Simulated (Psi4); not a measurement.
Reaction (SMILES): CO (CH3-OH) + [H][H] (H2) → C (CH4) + O (H2O)
B3LYP-D3(BJ)/def2-TZVP geometries, fixed; electronic energies without zero-point terms.

Effect of the treatment of two-electron integrals at M06-2X/aug-cc-pVTZ with Psi4, against the last row, where the energy of full hydrogenation is -28.37 kcal/mol.

```csv
setting,largest shift of a total energy (mEh),shift of the energy of full hydrogenation (kcal/mol)
scf_type: df,-0.007,-0.004
scf_type: cd,-0.026,0.004
scf_type: pk,0.000,0.000
```

Within 0.02 kcal/mol in the energy of full hydrogenation: scf_type: df; scf_type: cd. The largest shift is 0.026 mEh in a total energy and 0.004 kcal/mol in the difference.
